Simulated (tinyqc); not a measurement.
Harmonic frequencies on the UHF/sto-3g surface (energies and gradients from PySCF), for H2O+, spin multiplicity 2, step by step. Computed by tinyqc, a small Python program that keeps every step (integrals from PySCF). Settings: charge = 1, multiplicity = 2, basis = sto-3g, delta = 0.005. Command: `OMP_NUM_THREADS=1 python tinyqc.py 21531 21532 out.jsonl` (the two numbers bound the seeds that draw the settings). One thread of a shared host (Intel(R) Xeon(R) Processor @ 2.60GHz), about 3 s of CPU time with the checks.

## One row of the Hessian: 2Hy

optimised positions (bohr):
```
           x         y         z
1O  -0.00758  -0.01641  -0.02357
2H  -0.04672   1.58127   1.09706
3H   0.03540  -1.61211   1.09970
```

gradient at +delta (hartree/bohr):
```
             x           y           z
1O   0.0000448  -0.0018137  -0.0009748
2H  -0.0000471   0.0019126   0.0011217
3H   0.0000023  -0.0000989  -0.0001469
```

gradient at -delta (hartree/bohr):
```
             x           y           z
1O  -0.0000449   0.0018097   0.0009929
2H   0.0000476  -0.0019220  -0.0011329
3H  -0.0000027   0.0001123   0.0001400
```

Displace 2Hy by +/-0.005 bohr; H(k, :) = (g(+) - g(-)) / (2 delta).

row of the Hessian (hartree/bohr^2): 1Ox 0.0089774, 1Oy -0.3623384, 1Oz -0.1967672, 2Hx -0.0094709, 2Hy 0.3834613, 2Hz 0.2254595, 3Hx 0.0004935, 3Hy -0.0211229, 3Hz -0.0286924

## Hessian by finite differences

All rows are made in the same way, and the matrix is symmetrised.

Hessian (symmetrised) (hartree/bohr^2), lower triangle:
```
            1Ox         1Oy         1Oz         2Hx         2Hy         2Hz         3Hx         3Hy
1Ox   0.0004843
1Oy  -0.0186167   0.7239131
1Oz   0.0007607  -0.0002426   0.4356591
2Hx  -0.0002256   0.0088777   0.0046833   0.0002391
2Hy   0.0089772  -0.3623381  -0.1967637  -0.0094707   0.3834613
2Hz   0.0061608  -0.2542170  -0.2174503  -0.0054550   0.2254556   0.1978906
3Hx  -0.0002583   0.0097391  -0.0054440  -0.0000137   0.0004935  -0.0007058   0.0002718
3Hy   0.0096396  -0.3615754   0.1970063   0.0005930  -0.0211229   0.0287615  -0.0102326   0.3826986
3Hz  -0.0069215   0.2544596  -0.2182097   0.0007717  -0.0286920   0.0195602   0.0061497  -0.2257677

           3Hz
3Hz  0.1986500
```

## Normal modes

masses (u): 1O 15.99492, 2H 1.00782, 3H 1.00782

Diagonalise H_ij / sqrt(m_i m_j); the 6 smallest eigenvalues belong to translations and rotations; wavenumber = sqrt(eigenvalue / 1822.888) x 219474.63; each mode has its largest component positive (the first on a tie); zero-point energy = sum of wavenumbers / 2, with 349.755 1/cm per kcal/mol.

eigenvalues of the mass-weighted Hessian (hartree/(bohr^2 u)): -0.00001  0.00000  0.00000  0.00000  0.00000  0.00001  0.10045  0.54425  0.58200

harmonic wavenumbers of the vibrations (1/cm): 1629.3  3792.3  3921.6

mass-weighted modes:
```
       mode 1    mode 2    mode 3
1Ox  -0.00047  -0.00032   0.00717
1Oy  -0.00024  -0.00033  -0.27886
1Oz  -0.27545  -0.18985   0.00034
2Hx   0.01126  -0.01433  -0.01361
2Hy  -0.40067   0.58268   0.55547
2Hz   0.54902   0.37790   0.38962
3Hx  -0.00938   0.01561  -0.01496
3Hy   0.40161  -0.58137   0.55547
3Hz   0.54832   0.37841  -0.39099
```

zero-point energy = 13.35677 kcal/mol
